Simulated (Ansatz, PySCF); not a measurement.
This Ansatz (an electronic-structure program) input computes a CCSD(T)/cc-pVDZ energy:

Ansatz 0.2 input:
```yaml
crystal:
  periodic: [false, false, false]
  atoms:
    - {symbol: O, position_ang: [-1.05297413, -0.43952894, -0.11430900]}
    - {symbol: C, position_ang: [-0.11857439, 0.41430461, -0.04480592]}
    - {symbol: O, position_ang: [1.11882114, 0.20945632, 0.13919073]}
    - {symbol: H, position_ang: [-0.82585003, -1.38653763, -0.01792145]}
    - {symbol: H, position_ang: [-0.41632733, 1.45466772, -0.15731837]}
    - {symbol: H, position_ang: [1.42684761, -0.71337678, 0.24502150]}
basis:
  gaussian:
    orbitals: cc-pVDZ
total_charge: 1
magnetization: {spin_polarized: false}
correlation: {method: ccsd_t, electrons: outside_noble_gas}
```

### Question
Write an input for the same energy in PySCF and say what it gives.

### Answer

```python
from pyscf import gto, scf, mp, cc as ccmod

mol = gto.M(
    atom='''
    O    -1.05297413   -0.43952894   -0.11430900
    C    -0.11857439    0.41430461   -0.04480592
    O     1.11882114    0.20945632    0.13919073
    H    -0.82585003   -1.38653763   -0.01792145
    H    -0.41632733    1.45466772   -0.15731837
    H     1.42684761   -0.71337678    0.24502150
    ''',
    basis='cc-pvdz',
    charge=1,
    spin=0,
    verbose=4,
)

mf = scf.RHF(mol)
mf.conv_tol = 1e-10
mf.max_cycle = 100
mf.kernel()
mp2 = mp.MP2(mf, frozen=3).run()
cc = ccmod.CCSD(mf, frozen=3)
cc.max_cycle = 100
cc.kernel()
et = cc.ccsd_t()
print(f'E(CCSD(T)) = {cc.e_tot + et:.9f}')
```
It gives -189.60405 Eh, and Ansatz -189.60405 Eh, a difference of 0.00 mEh.

It need not be the lowest isomer of its formula.
